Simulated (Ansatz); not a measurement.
We consider rhombohedral A7 As, described by r²SCAN (Ansatz, a first-principles code, PAW).

Settings: plane-wave cutoff 600 eV, 16×16×16 k mesh, Fermi–Dirac smearing 0.1 eV, finite displacements, scalar-relativistic PAW data made under PBE.

The cell has the measured lattice parameters. Conventional cell: a = 3.7599 Å, b = 3.7599 Å, c = 10.5458 Å, α = 90.00°, β = 90.00°, γ = 120.00°.

```cif
data_As2
_chemical_formula_sum 'As2'
_space_group_name_H-M_alt 'P 1'
_space_group_IT_number 1
_cell_length_a 4.13151
_cell_length_b 4.13151
_cell_length_c 4.13151
_cell_angle_alpha 54.133
_cell_angle_beta 54.133
_cell_angle_gamma 54.133
loop_
_space_group_symop_operation_xyz
  'x, y, z'
loop_
_atom_site_label
_atom_site_type_symbol
_atom_site_fract_x
_atom_site_fract_y
_atom_site_fract_z
_atom_site_occupancy
As1 As 0.22678 0.22678 0.22678 1
As2 As 0.77322 0.77322 0.77322 1
```

Harmonic phonon frequencies (cm⁻¹; i marks an imaginary mode):

| q point | frequencies |
|---|---|
| Γ | 0 0 0 185 185 257 |
| T | 67 67 76 228 228 269 |
| L | [?] |

### Question
Fill in the missing entries.

### Answer

- L, frequencies: 105 111 132 207 213 246

No imaginary mode appears at these points.

Note: the cell isn't this level's own, so it is under some stress, which shifts stiffness and frequencies.
